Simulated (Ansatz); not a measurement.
# H3NSSi: one species, many methods

An exercise on one series of results from a longer session: the logs are not shown, and one member is left open.

The runs use Ansatz 0.2.0, Gaussian basis; functionals in def2-TZVPP, the program's frozen cores in correlated methods.

Plan: LDA (SPW92), PBE-D4, revPBE-D4, BLYP-D4, r2SCAN-D4, B97M-V, PBE0-D4, B3LYP-D4, r2SCANh-D4, r2SCAN0-D4, HSE06-D4, BHLYP-D4, CAM-B3LYP-D4, LC-ωPBE, ωB97X-V, ωB97M-V, B2PLYP, PBE-QIDH; CCSD(T)/def2-SVP; CCSD(T)/def2-TZVPP; CCSD(T)/def2-QZVPP; extrapolation to the limit; RPA on PBE.

### The relaxed structure

An earlier PBE0-D4 in a triple-zeta def2 set relaxation fixed the geometry.

6 atoms, charge 0, spin multiplicity 1.

Atoms are counted from 1 here; the program's logs count them from 0.

Bond lengths: N1–Si2 1.708 Å, N1–H4 1.009 Å, N1–H5 1.008 Å, Si2–S3 2.160 Å, S3–H6 1.342 Å. Angles: Si2–N1–H4 127.9°, Si2–N1–H5 120.0°, H4–N1–H5 112.1°, N1–Si2–S3 97.2°, Si2–S3–H6 93.7°.

The first run:

Contents of in.yaml:

```yaml
crystal:
  periodic: [false, false, false]
  atoms:
    - {symbol: N, position_ang: [-0.870183, 0.238854, -0.783902]}
    - {symbol: Si, position_ang: [0.167831, -0.981958, -0.192429]}
    - {symbol: S, position_ang: [1.209307, 0.229730, 1.261830]}
    - {symbol: H, position_ang: [-0.920698, 1.203517, -0.492540]}
    - {symbol: H, position_ang: [-1.533362, 0.027147, -1.512428]}
    - {symbol: H, position_ang: [1.989304, -0.781191, 1.673268]}
basis:
  gaussian: {orbitals: def2-TZVPP}
hamiltonian: {xc: lda}
output: {orbitals: {seedname: orbitals}}
```

On the command line:

```
$ ansatz run in.yaml --threads 4 --pin off --events-out ev --progress --plain --max-ram 10444MiB
```

Among the steps run: LDA; PBE-D4 (GGA); revPBE-D4 (GGA); BLYP-D4 (GGA); r2SCAN-D4 (meta-GGA); B97M-V (meta-GGA); PBE0-D4 (hybrid); B3LYP-D4 (hybrid); r2SCANh-D4 (hybrid); r2SCAN0-D4 (hybrid); HSE06-D4 (hybrid); BHLYP-D4 (hybrid); CAM-B3LYP-D4 (range-separated); LC-ωPBE (range-separated); ωB97X-V (range-separated); ωB97M-V (range-separated); B2PLYP (double hybrid); PBE-QIDH (double hybrid).

One of the session's tables, all rows but one given; the rest of the session is left out.

It belongs to the step «Frontier levels by functional». 

| functional | HOMO (eV) | gap (eV) |
| --- | --- | --- |
| LDA (SPW92) | -5.69 | 3.51 |
| PBE-D4 | -5.60 | 3.58 |
| revPBE-D4 | -5.56 | 3.59 |
| BLYP-D4 | -5.46 | 3.60 |
| r2SCAN-D4 | -5.80 | 3.87 |
| B97M-V | -5.86 | 4.00 |
| PBE0-D4 | ? | ? |
| B3LYP-D4 | -6.47 | 5.06 |
| r2SCANh-D4 | -6.19 | 4.55 |
| r2SCAN0-D4 | -6.77 | 5.58 |
| HSE06-D4 | -6.26 | 4.63 |
| BHLYP-D4 | -7.59 | 7.25 |
| CAM-B3LYP-D4 | -7.91 | 7.75 |
| LC-ωPBE | -9.19 | 10.04 |
| ωB97X-V | -8.88 | 9.67 |
| ωB97M-V | -8.70 | 9.41 |

Estimate the missing values for PBE0-D4.

The run gave: HOMO (eV): -6.65; gap (eV): 5.40. In the column «HOMO (eV)» it lies between r2SCAN0-D4 (-6.77) and B3LYP-D4 (-6.47).
